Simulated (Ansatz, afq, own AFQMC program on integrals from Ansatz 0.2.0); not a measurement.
CH4S, triplet: AFQMC among the cluster methods

```yaml
atoms:
  - { symbol: C, position_ang: [-2.1336, 0.0000, 0.0000] }
  - { symbol: H, position_ang: [-2.4968, 1.0273, 0.0000] }
  - { symbol: H, position_ang: [-2.4968, -0.5137, 0.8897] }
  - { symbol: H, position_ang: [-2.4968, -0.5137, -0.8897] }
  - { symbol: H, position_ang: [-0.5326, 0.0000, 0.0000] }
  - { symbol: S, position_ang: [1.0514, 0.0000, 0.0000] }
```

Connectivity, by distances: CH3 ··· SH.

Basis cc-pVTZ. Noble-gas cores (and the filled d shells of Ga–Kr and In–Xe) are frozen. AFQMC by an in-house program on the Cholesky factors that Ansatz 0.2.0 writes for its CCSD(T) run. The CISD trial takes its coefficients from CCSD amplitudes. Released means that phaseless walkers are propagated on without the constraint, phases kept. Uncertainties: one standard error, sampling alone.

Determinant: UHF, the one that the program's search chose, which needn't be the lowest solution. The geometry is a point of a scan.

No full CI on the walks' own integrals is used here. The released AFQMC energy serves as the reference, which it does only where one determinant dominates, the energy is flat over the last release times and near the phaseless one (40 meV or 2 meV an electron, half that with transition metals). On small molecules, where full CI could be run and the noise was under 10 meV, such values lay within 10 meV of it in 19 cases of 20, a flattering rate, since the rule was set on those same cases; what remains of the bias isn't in the error bar.

Cautions: lower spins were not checked; unrestricted determinant slightly spin contaminated (⟨S²⟩ 2.07 against 2.00); the released value is read at 1.62 1/Eh, later times being too noisy (meV from the phaseless value at times in 1/Eh: -6 ± 7 at 0.24, -12 ± 9 at 0.51, -24 ± 9 at 0.99, -12 ± 9 at 1.62, -14 ± 16 at 2.40).

```
T1 diagnostic                               : 0.0179
weight of the determinant in the CISD state : 0.850
⟨S²⟩ of the determinant                     : 2.072
size of the correlated space                : 14 electrons in 114 orbitals
```

```tsv
level	correlation energy (eV)
MP2	-8.7976
CCSD	-10.0310
CCSD(T)	-10.4026
```

**Question.** Estimate where AFQMC with the constraint released lies against CCSD(T) on the same integrals.

**Answer.** 4.9 ± 0.9 kJ/mol below CCSD(T).

Reference: AFQMC with the constraint released, correlation energy -10.454 ± 0.009 eV.

```json
{"level": "CCSD(T)", "E − E(reference) (kJ/mol)": "4.9 ± 0.9", "share of correlation (%)": "99.51"}
{"level": "ph-AFQMC/CISD", "E − E(reference) (kJ/mol)": "1.2 ± 1.0", "share of correlation (%)": "99.88"}
```

A walk keeps the symmetry of its determinant, which the program's search chose and which needn't be the lowest solution, so a lower state of the same spin and another symmetry isn't excluded. Released energies are given only where the last usable release times agree within the noise; a slower fall can still hide under it.
